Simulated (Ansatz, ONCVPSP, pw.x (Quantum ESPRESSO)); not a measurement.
**pw.x on diamond Ga: one setting changed**

Potential: optimised norm-conserving Vanderbilt (ONCV), ONCVPSP 4.0.1.1 (patched build), LDA (Perdew-Wang 92); core [Ne], reference 3s2 3p6 3d10 4s2 4p1; waves: 3s+4s: rc 1.25 bohr, ncon 3, nbas 8, qcut 10.8 1/bohr, 2 projectors; 3p+4p: rc 1.20 bohr, ncon 3, nbas 8, qcut 11.9 1/bohr, 2 projectors; 3d: rc 1.40 bohr, ncon 3, nbas 6, qcut 11.5 1/bohr, 3 projectors, debl 0.4 Ha; local part: polynomial inside 0.90 bohr (lpopt 5, dvloc0 0 Ha); core correction: Teter function, fcfact 3.75, rcfact 1.6. In the d channel the program set the typed energies aside and used -0.713, 0.250, 0.650 Ha.

The reference run (k-mesh 8³, cutoffs 140/560 Ry, Fermi–Dirac 0.01 Ry, mixing_beta 0.4, conv_thr 1e-9, no spin) gives 0.07 GPa at 22.919 Å³/atom, where all-electron LAPW gives 0.04 GPa. This run, with its own iteration cap, changes conv_thr to 1e-12.

```
&control
  calculation='scf', prefix='x', pseudo_dir='./', outdir='./tmp', tstress=.true., disk_io='none'
/
&system
  ibrav=0, nat=2, ntyp=1, ecutwfc=140, ecutrho=560, nbnd=32,
  occupations='smearing', smearing='fd', degauss=0.01
/
&electrons
  conv_thr=1e-12, mixing_beta=0.4, electron_maxstep=50
/
ATOMIC_SPECIES
Ga 1.0 Ga.UPF
CELL_PARAMETERS angstrom
  0.00000000 2.84052460 2.84052460
  2.84052460 0.00000000 2.84052460
  2.84052460 2.84052460 0.00000000
ATOMIC_POSITIONS crystal
Ga 0.0000 0.0000 0.0000
Ga 0.2500 0.2500 0.2500
K_POINTS automatic
8 8 8 0 0 0
```

```bash
pw.x < Ga.scf.in > Ga.scf.out
```

How does the run end?

It converges in 10 iterations; the free energy moves by +0.0 meV/atom and the pressure by +0.01 GPa. The result is that of the reference run.

```
Message from routine setup:
     using ibrav=0 with symmetry is DISCOURAGED, use correct ibrav instead
     lattice parameter (alat)  =       7.5912  a.u.
     unit-cell volume          =     309.3302 (a.u.)^3
     number of electrons       =        42.00
     number of Kohn-Sham states=           32
     kinetic-energy cutoff     =     140.0000  Ry
     charge density cutoff     =     560.0000  Ry
     scf convergence threshold =      1.0E-12
     Exchange-correlation= SLA  PW   NOGX NOGC
     number of k points=    29  Fermi-Dirac smearing, width (Ry)=  0.0100
     iteration #  1     ecut=   140.00 Ry     beta= 0.40
     total energy              =   -1016.62161682 Ry
     estimated scf accuracy    <       0.01710347 Ry
     iteration #  2     ecut=   140.00 Ry     beta= 0.40
     total energy              =   -1016.62303106 Ry
     estimated scf accuracy    <       0.00281103 Ry
     iteration #  3     ecut=   140.00 Ry     beta= 0.40
     total energy              =   -1016.62294896 Ry
     estimated scf accuracy    <       0.00061420 Ry
     [... 4 iterations left out ...]
     iteration #  8     ecut=   140.00 Ry     beta= 0.40
     total energy              =   -1016.62296556 Ry
     estimated scf accuracy    <          1.6E-10 Ry
     iteration #  9     ecut=   140.00 Ry     beta= 0.40
     total energy              =   -1016.62296556 Ry
     estimated scf accuracy    <          7.4E-12 Ry
     iteration # 10     ecut=   140.00 Ry     beta= 0.40
     the Fermi energy is     8.1989 ev
!    total energy              =   -1016.62296556 Ry
     estimated scf accuracy    <          7.6E-14 Ry
     smearing contrib. (-TS)   =      -0.00545419 Ry
     The total energy is F=E-TS. E is the sum of the following terms:
     one-electron contribution =    -915.22917554 Ry
     hartree contribution      =     455.55867936 Ry
     xc contribution           =    -114.38731787 Ry
     ewald contribution        =    -442.55969733 Ry
     convergence has been achieved in  10 iterations
          total   stress  (Ry/bohr**3)                   (kbar)     P=        0.73
     Message from routine punch:
     Nothing written, as per user request (disk_io='none')
```

The run took about 4.4 min on one core of a shared host (Neoverse-N1, 64 threads, 124 GiB, load 47).
